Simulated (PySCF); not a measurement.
## Bonding in `CC#CC#P`

C4H3P.
SMILES with atom numbers: `[CH3:1][C:2]#[C:3][C:4]#[P:5]` (hydrogens: H6, H7, H8 on C1)

Cartesian coordinates in Å at the GFN2-xTB level; atoms count from 1:
```xyz
8
C4H3P angstrom
C     -1.5397    0.2538    0.1171
C     -0.1225    0.0237    0.0210
C      1.0739   -0.1732   -0.0569
C      2.3914   -0.3898   -0.1415
P      3.9334   -0.6449   -0.2367
H     -1.7409    1.3213    0.2179
H     -2.0421   -0.1166   -0.7776
H     -1.9444   -0.2648    0.9874
```

Bond orders from the PBE0/pcSseg-1 density (PySCF). Isolated species at its GFN2-xTB geometry, gas phase.

(1) How far do the computed orders between heavy atoms stray from the drawn ones?

(2) Set the Mayer orders of the bonds between heavy atoms beside their lengths.

Results:

(1) The largest departure is 1.052, at C2–C3 (drawn triple, 1.948). Drawn single, order above 1.12: C1–C2 (1.277). Drawn double or triple, more than 0.30 short of the drawn order: C2–C3 (1.948) and C4–P5 (2.586).

(2) 
| bond | drawn as | length (Å) | Mayer order |
| --- | --- | --- | --- |
| C1–C2 | single | 1.439 | 1.277 |
| C2–C3 | triple | 1.215 | 1.948 |
| C3–C4 | single | 1.338 | 0.991 |
| C4–P5 | triple | 1.566 | 2.586 |

By pair of heavy elements: C–C: lowest C3–C4 (0.991, 1.338 Å), highest C2–C3 (1.948, 1.215 Å); in 1 of the 3 pairs the longer bond (by over 0.003 Å) has the higher order (by 0.02 or more).

Question: And the bonds to hydrogen?

Answer: C–H: 0.92 (3 bonds).

Question: Sum the orders of all bonds at each heavy atom with more than one neighbour and set the sums beside the valence in the SMILES.

Answer: C1 4.038 (drawn 4), C2 3.225 (drawn 4), C3 2.939 (drawn 4), C4 3.577 (drawn 4). Orders between atoms that aren't bonded are not in these sums.

For a closed shell the Mayer order of atoms A and B is Σ (PS)μν (PS)νμ over the basis functions μ on A and ν on B, with P the density and S the overlap matrix.
